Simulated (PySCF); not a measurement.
SiH$_{5}$OF, closed shell: at the start structure of a reaction step.

run.py

```python
import json, numpy as np
from pyscf import gto, scf, dft, mp, cc
EV, BOHR = 27.211386245988, 0.529177210903
mol = gto.M(atom="""
Si -0.339046 0.573690 0.483452
F 0.073876 -0.969538 0.505235
H -0.522995 0.980158 -0.921342
H -1.570450 0.675195 1.301206
O 0.858901 1.503585 1.079191
H 0.412596 -2.030997 -1.925959
H 0.420812 -2.102250 -2.669238
H 1.041117 1.484524 2.019442
""", basis="sto-3g", charge=0, spin=0, max_memory=7225, verbose=0)
def mean_field(mol, dm=None):
    mf = scf.RHF(mol).density_fit()
    mf.conv_tol = 1e-9
    mf.kernel(dm0=dm)
    if not mf.converged: mf = mf.newton().run(mf.mo_coeff, mf.mo_occ)
    assert mf.converged
    return mf
def d4(mol):
    return 0.0, np.zeros((8, 3))
def energy_and_gradient(mol, dm=None):
    mf = mean_field(mol, dm); e, g = d4(mol)
    return mf, (mf.e_tot + e) * EV, (mf.nuc_grad_method().kernel()[:8] + g) * EV / BOHR
out = {}
mf = mean_field(mol); e = d4(mol)[0]
out.update(energy=(mf.e_tot + e) * EV, converged=True, dispersion=e * EV)
out['s2'] = mf.spin_square()[0]; out['nelec'] = mol.nelec
print(f"Total energy {out['energy']:.6f} eV, <S^2> {out['s2']:.4f}")
json.dump(out, open("out.json", "w"), default=float)
```

Command:

```bash
OMP_NUM_THREADS=4 python run.py
```

It printed (PySCF 2.14):

```
Total energy -12527.132744 eV, <S^2> 0.0000
```

Hardware: 4 CPU threads of an Intel Xeon 6975P-C, shared host. Wall time about 0.5 s.
